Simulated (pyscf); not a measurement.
Optimised with ωB97X-D3(BJ)/def2-SVP in PySCF. MP2 and CC: frozen core, UHF for open shells. ΔMP2 is the change of the MP2 total energy from the triple- to the quadruple-zeta basis.

### Question
Estimate the classical barrier height and the reaction energy of F–CH•–F + HCl → F–CH(F)–Cl + H• at CCSD(T)/def2-TZVPP + ΔMP2(QZVPP). The step runs on the doublet surface, breaks Cl–H and forms C–Cl; take the separated reactants as zero.

### Answer
ΔE‡ = 1.29 eV, ΔE = +0.82 eV. Zero-point energy shifts the barrier by -0.05 eV. It is an atom transfer, with an imaginary mode of 1132i cm⁻¹. One saddle was located; it need not be the lowest between these sides. The angle at the transferred Cl is 177°. The CCSD(T) − MP2 part came from Ansatz, without density fitting, on the same reference.
